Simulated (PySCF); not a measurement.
PySCF input for ozone (O3), SMILES O=[O+][O-], C-PCM-PBE0/def2-SVP. Geometry optimised at PBE0-D3(BJ)/def2-TZVP. The molecule may have multireference character, which single-reference levels describe poorly.

```python
import numpy as np
from pyscf import gto, scf, dft
from pyscf.solvent import pcm

mol = gto.M(
    atom='''
    O     0.00000000    1.06339517    0.21133492
    O     0.00000000    0.00000000   -0.42266984
    O     0.00000000   -1.06339517    0.21133492
    ''',
    basis='def2-SVP',
    charge=0,
    spin=0,
    max_memory=1600,
    verbose=3,
)
mf = dft.RKS(mol, xc='pbe0').density_fit(auxbasis='def2-universal-jkfit')
mf.grids.level = 3
mf.conv_tol = 1e-9
mf.max_cycle = 100
mf.kernel()
res = {}
for name, eps in {'water': 78.355, 'benzene': 2.2706, 'ethanol': 24.852}.items():
    s = mf.PCM()
    s.with_solvent.method, s.with_solvent.eps, s.with_solvent.lebedev_order = 'C-PCM', eps, 29
    s.kernel(mf.make_rdm1())
    res[name] = (s.e_tot, eps, s.dip_moment(), s.mo_energy, s.converged)
    print(f'{name}: electrostatic solvation free energy {(s.e_tot - mf.e_tot) * 627.509474:.3f} kcal/mol')
```

Output:

```
converged SCF energy = -224.998340552892

WARN: PCM is an experimental feature. It is still in testing.
Features and APIs may be changed in the future.

converged SCF energy = -225.000673531031
Dipole moment(X, Y, Z, Debye): -0.00000, -0.00000, -0.74023
water: electrostatic solvation free energy -1.464 kcal/mol

WARN: PCM is an experimental feature. It is still in testing.
Features and APIs may be changed in the future.

converged SCF energy = -224.999631134485
Dipole moment(X, Y, Z, Debye): -0.00000, -0.00000, -0.69908
benzene: electrostatic solvation free energy -0.810 kcal/mol

WARN: PCM is an experimental feature. It is still in testing.
Features and APIs may be changed in the future.

converged SCF energy = -225.000604965424
Dipole moment(X, Y, Z, Debye): -0.00000, -0.00000, -0.73746
ethanol: electrostatic solvation free energy -1.421 kcal/mol
```

Self-consistency was reached.
